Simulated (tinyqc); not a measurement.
The integration grid: Kohn-Sham TPSS on finer and finer grids in the sto-3g basis, for NH, spin multiplicity 3. Computed by the program tinyqc with PySCF. 

Geometry (angstrom):
```
atom,x,y,z
N,0.0000,0.0000,0.0000
H,0.0000,0.0000,1.3700
```

Self-consistent on each grid; the net force on the molecule should vanish.

Kohn-Sham energy on Becke grids (radial x angular points per atom):
```
grid,points,residual of the electron count,E (hartree),E - finest (mhartree),largest net force without grid terms (hartree/bohr)
10 x 14,275,-2.98e-02,-54.45525,38.42570,4.06e-02
15 x 26,773,3.21e-04,-54.49965,-5.97941,2.77e-02
20 x 50,1989,-4.39e-04,-54.49341,0.26462,4.62e-03
30 x 86,5145,-2.49e-04,-54.49370,-0.03069,4.82e-04
50 x 194,19375,7.53e-07,-54.49367,0.00007,3.84e-06
75 x 302,45263,-9.52e-08,-54.49367,0.00028,1.56e-06
120 x 590,141456,-2.09e-09,-54.49367,0.00000,2.10e-07
```

The energy is within 0.1 mhartree of the finest grid first at 30 x 86. The error has both signs, since quadrature is not variational. The electron count and the net force are cheap signs of a poor grid.
